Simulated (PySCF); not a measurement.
Potential energy of BF along the bond

Set-up: basis B x2c-SVPall, F x2c-SVPall; spin-free X2C with a Gaussian nucleus; PySCF 2.14. Energies in eV from B + F in their ground configurations at the same level. State: ¹Σ⁺ (singlet), closed shell.

Curves on a restricted Hartree–Fock reference rise too fast on stretching and do not dissociate correctly.

```json
{"R (Å)": "1.087", "RHF": "-4.774"}
{"R (Å)": "1.138", "RHF": "-5.445"}
{"R (Å)": "1.188", "RHF": "-5.799"}
{"R (Å)": "1.226", "RHF": "-5.912"}
{"R (Å)": "1.264", "RHF": "-5.928"}
{"R (Å)": "1.302", "RHF": "-5.868"}
{"R (Å)": "1.353", "RHF": "-5.700"}
{"R (Å)": "1.416", "RHF": "-5.394"}
{"R (Å)": "1.492", "RHF": "-4.940"}
{"R (Å)": "1.593", "RHF": "-4.266"}
```

Q: Put a parabola through the three lowest points of the RHF curve and estimate Re, k and ωe (reduced mass 6.97 u; 1 eV/Å² = 0.16022 mdyn/Å; ωe = 1302.8·√(k/μ) cm⁻¹).

A: Through R = 1.226, 1.264, 1.302 Å the second-order coefficient is 26.3 eV/Å², so Re ≈ 1.253 Å, k ≈ 8.43 mdyn/Å and ωe ≈ 1433 cm⁻¹. A polynomial fit of higher order to the unrounded RHF energies gives Re = 1.252 Å, k = 9.12 mdyn/Å, ωe = 1490 cm⁻¹; anharmonicity and rounding make the difference.

The higher-order fit for each curve: RHF: Re = 1.252 Å, ωe = 1490 cm⁻¹, De = 5.93 eV.

Where the molecule has an RHF reference, its open-shell atoms are computed with UHF. Hartree–Fock leaves out correlation, which carries a large part of most bond energies and some tenths to 1 eV of ionisation energies.
